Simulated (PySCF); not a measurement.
# Atomic charges against the basis set

Species: C3H3Cl3.
Cartesian coordinates in Å at the PBE0-D3(BJ)/def2-SVP level; atoms count from 1:
```
atom  x, y, z in Å
C1    -1.4344    0.2144   -0.1445
C2    -0.2209    0.3795    0.3736
C3     1.0297   -0.3132   -0.0704
Cl4    0.7667   -1.4747   -1.3839
Cl5    2.1989    0.9249   -0.6167
Cl6    1.7315   -1.1726    1.3320
H7    -1.6158   -0.4779   -0.9695
H8    -2.2820    0.7763    0.2535
H9    -0.0409    1.0739    1.2003
```

PBE0 throughout (PySCF), one geometry, spherical d and f functions. Isolated species at its PBE0-D3(BJ)/def2-SVP geometry, gas phase. Atoms taken as equivalent share a column and are averaged.

Mulliken charges (e):

```tsv
basis	functions	C1	C2	C3	Cl4/Cl5/Cl6	H7	H8	H9
STO-3G	45	-0.143	-0.068	+0.076	-0.067	+0.113	+0.108	+0.115
6-31G	72	-0.324	+0.016	-0.828	+0.173	+0.203	+0.187	+0.225
pcSseg-0	72	-0.373	-0.029	-0.862	+0.165	+0.252	+0.246	+0.270
6-31G*	102	-0.364	-0.050	-0.416	+0.067	+0.210	+0.198	+0.221
def2-SVP	111	-0.037	+0.010	-0.090	-0.032	+0.070	+0.072	+0.072
cc-pVDZ	111	+0.005	+0.067	-0.353	+0.030	+0.067	+0.066	+0.057
pcSseg-1	138	-0.115	-0.055	-0.384	+0.037	+0.152	+0.144	+0.147
aug-cc-pVDZ	177	+0.265	+1.586	-0.913	+0.068	-0.363	-0.327	-0.453
6-311+G(2d,p)	204	-0.500	-0.646	+1.740	-0.342	+0.153	+0.138	+0.139
def2-TZVP	222	-0.236	-0.228	+0.221	-0.068	+0.151	+0.143	+0.151
cc-pVTZ	234	-0.221	-0.088	+0.050	-0.054	+0.131	+0.134	+0.156
IGLO-III	267	-0.227	-0.149	-0.186	+0.077	+0.100	+0.120	+0.112
```

IAO charges (e):

| basis | functions | C1 | C2 | C3 | Cl4/Cl5/Cl6 | H7 | H8 | H9 |
| --- | --- | --- | --- | --- | --- | --- | --- | --- |
| STO-3G | 45 | -0.228 | -0.155 | -0.059 | -0.009 | +0.153 | +0.157 | +0.159 |
| 6-31G | 72 | -0.279 | -0.156 | -0.019 | -0.023 | +0.171 | +0.174 | +0.177 |
| pcSseg-0 | 72 | -0.266 | -0.153 | -0.047 | -0.014 | +0.165 | +0.169 | +0.173 |
| 6-31G* | 102 | -0.270 | -0.154 | +0.020 | -0.032 | +0.164 | +0.167 | +0.170 |
| def2-SVP | 111 | -0.271 | -0.150 | +0.034 | -0.033 | +0.159 | +0.161 | +0.165 |
| cc-pVDZ | 111 | -0.277 | -0.155 | +0.039 | -0.036 | +0.164 | +0.167 | +0.170 |
| pcSseg-1 | 138 | -0.276 | -0.155 | +0.027 | -0.033 | +0.164 | +0.168 | +0.170 |
| aug-cc-pVDZ | 177 | -0.287 | -0.157 | +0.046 | -0.039 | +0.168 | +0.171 | +0.174 |
| 6-311+G(2d,p) | 204 | -0.287 | -0.156 | +0.036 | -0.035 | +0.168 | +0.171 | +0.174 |
| def2-TZVP | 222 | -0.289 | -0.155 | +0.036 | -0.034 | +0.167 | +0.170 | +0.173 |
| cc-pVTZ | 234 | -0.289 | -0.155 | +0.041 | -0.036 | +0.168 | +0.171 | +0.173 |
| IGLO-III | 267 | -0.291 | -0.155 | +0.029 | -0.031 | +0.168 | +0.170 | +0.173 |

Hirshfeld charges (e):

```csv
basis,functions,C1,C2,C3,Cl4/Cl5/Cl6,H7,H8,H9
STO-3G,45,-0.025,-0.027,+0.277,-0.120,+0.045,+0.045,+0.044
6-31G,72,-0.071,-0.065,+0.114,-0.050,+0.049,+0.065,+0.058
pcSseg-0,72,-0.071,-0.075,+0.112,-0.039,+0.041,+0.063,+0.048
6-31G*,102,-0.073,-0.059,+0.125,-0.054,+0.048,+0.063,+0.058
def2-SVP,111,-0.084,-0.077,+0.107,-0.033,+0.041,+0.061,+0.050
cc-pVDZ,111,-0.078,-0.068,+0.106,-0.039,+0.042,+0.062,+0.052
pcSseg-1,138,-0.080,-0.074,+0.097,-0.033,+0.042,+0.064,+0.050
aug-cc-pVDZ,177,-0.088,-0.084,+0.076,-0.023,+0.044,+0.065,+0.055
"6-311+G(2d,p)",204,-0.084,-0.082,+0.068,-0.022,+0.044,+0.064,+0.056
def2-TZVP,222,-0.086,-0.078,+0.081,-0.026,+0.044,+0.063,+0.055
cc-pVTZ,234,-0.084,-0.074,+0.086,-0.029,+0.043,+0.063,+0.055
IGLO-III,267,-0.092,-0.088,+0.073,-0.016,+0.041,+0.063,+0.052
```

ESP-fitted charges (e):

```tsv
basis	functions	C1	C2	C3	Cl4/Cl5/Cl6	H7	H8	H9
STO-3G	45	-0.202	-0.039	+0.226	-0.111	+0.127	+0.116	+0.105
6-31G	72	-0.269	-0.068	-0.116	-0.017	+0.175	+0.158	+0.171
pcSseg-0	72	-0.322	-0.079	-0.012	-0.042	+0.190	+0.177	+0.170
6-31G*	102	-0.276	+0.015	-0.375	+0.050	+0.176	+0.150	+0.159
def2-SVP	111	-0.255	-0.001	-0.346	+0.052	+0.159	+0.140	+0.148
cc-pVDZ	111	-0.263	+0.038	-0.433	+0.067	+0.166	+0.141	+0.148
pcSseg-1	138	-0.286	+0.032	-0.436	+0.067	+0.181	+0.152	+0.157
aug-cc-pVDZ	177	-0.285	+0.039	-0.470	+0.078	+0.176	+0.150	+0.158
6-311+G(2d,p)	204	-0.311	+0.054	-0.494	+0.083	+0.188	+0.157	+0.158
def2-TZVP	222	-0.312	+0.042	-0.433	+0.070	+0.183	+0.157	+0.154
cc-pVTZ	234	-0.294	+0.030	-0.409	+0.064	+0.177	+0.152	+0.153
IGLO-III	267	-0.291	+0.084	-0.602	+0.112	+0.176	+0.146	+0.149
```

Some averages cover members that differ in this geometry, most widely: Cl4/Cl5/Cl6, Mulliken in 6-311+G(2d,p) -0.381 to -0.265; Cl4/Cl5/Cl6, Mulliken in aug-cc-pVDZ +0.035 to +0.088; Cl4/Cl5/Cl6, ESP-fitted in 6-31G -0.028 to +0.002; Cl4/Cl5/Cl6, Hirshfeld in pcSseg-0 -0.050 to -0.020 e.

Problem. Which scheme is steadiest as the basis changes?

Solution. Largest range over the bases for any column: IAO 0.11 e, Hirshfeld 0.21 e, ESP-fitted 0.83 e, Mulliken 2.65 e. IAO charges move least and Mulliken charges most, counted in e. Without the minimal STO-3G basis the ranges are IAO 0.09, Hirshfeld 0.06, ESP-fitted 0.59, Mulliken 2.65 e.

Problem. How much do the charges still move between the two largest bases, cc-pVTZ and IGLO-III?

Solution. At most, over all atoms: Mulliken 0.236 e, IAO 0.013 e, Hirshfeld 0.014 e, ESP-fitted 0.193 e.

Problem. What do the same runs give for the total energy, the frontier levels and the dipole moment?

Solution. 
| basis | energy (Eh) | HOMO (eV) | LUMO (eV) | μ (D) |
| --- | --- | --- | --- | --- |
| STO-3G | -1479.7058 | -7.08 | 1.33 | 2.49 |
| 6-31G | -1495.9475 | -8.35 | -0.97 | 2.44 |
| pcSseg-0 | -1494.2451 | -8.58 | -1.18 | 2.42 |
| 6-31G* | -1496.0287 | -8.18 | -0.84 | 2.13 |
| def2-SVP | -1495.5723 | -8.19 | -0.83 | 1.78 |
| cc-pVDZ | -1496.1154 | -8.21 | -0.89 | 1.94 |
| pcSseg-1 | -1496.0173 | -8.37 | -1.09 | 2.03 |
| aug-cc-pVDZ | -1496.1301 | -8.31 | -1.15 | 1.91 |
| 6-311+G(2d,p) | -1496.1622 | -8.31 | -1.18 | 1.91 |
| def2-TZVP | -1496.1763 | -8.27 | -1.05 | 1.84 |
| cc-pVTZ | -1496.1937 | -8.27 | -1.02 | 1.87 |
| IGLO-III | -1496.1663 | -8.22 | -1.02 | 1.70 |

The dipole is fixed by the density alone, so its range of 0.79 D shows that the density itself changes with the basis, not only its division among atoms.
